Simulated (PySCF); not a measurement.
ethane (C2H6), SMILES CC. Heavy atoms are numbered as in [CH3:1][CH3:2]. Hydrogens are named by the atom that carries them.

Geometry: r2SCAN-D4/def2-TZVP.

Computed with ωB97X/def2-TZVPD (PySCF).

ESP charges are fitted to the potential on shells at 1.4 to 2.0 van der Waals radii. Atomic charges (e), one atom of each kind:

```
atom             IAO  ESP fit
--------  ----------  -------
C1 (CH3)  (withheld)    -0.07
H on C1   (withheld)     0.02
```

Question: Complete the blanks. (Estimate from the structure and the level; the computed values follow.)

Answer: 
- C1 (CH3), IAO: -0.41
- H on C1, IAO: 0.14
